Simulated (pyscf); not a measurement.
Optimised with ωB97X-D3(BJ)/def2-SVP in PySCF.

SMILES: [S]=[Mo]([SH])([SH])([Cl])[Cl]
```xyz
8

S     -2.1969     0.6853    -1.1251
Mo    -0.1516     0.6595    -1.0316
S      0.2686    -1.5196    -0.3330
S      0.6083     1.0458     1.1878
Cl     0.4572     2.8644    -1.0577
Cl     0.6303     0.2977    -3.1258
H     -0.5833    -2.0879    -1.2152
H      0.3861    -0.1416     1.7848
```
Charge 0, spin multiplicity 1.

**Question.** How much does it cost (ΔH, 298 K, ωB97M-D3(BJ)/def2-TZVP) to split S=Mo(SH)(SH)(Cl)–Cl (SMILES [S]=[Mo]([SH])([SH])([Cl])[Cl]) at its Mo–S bond into [S=Mo(SH)(Cl)–Cl]• + SH•?

**Answer.** Mo–S to [S=Mo(SH)(Cl)–Cl]• + SH•: 1.21 eV. The 7 functionals that were run give +1.11 (M06-2X) to +1.75 eV (PBE). The radicals are drawn with the spin at the cut bond; how far it spreads was not checked. Other isomers of [S=Mo(SH)(Cl)–Cl]• were not searched in full and may lie lower. Left out: the spin-orbit lowering of SH. Open-shell species with a d-block atom are single-reference here; other states, and whether the spin sits on metal or ligand, were not checked. Elements past Kr carry the def2 core potentials, without spin-orbit coupling.
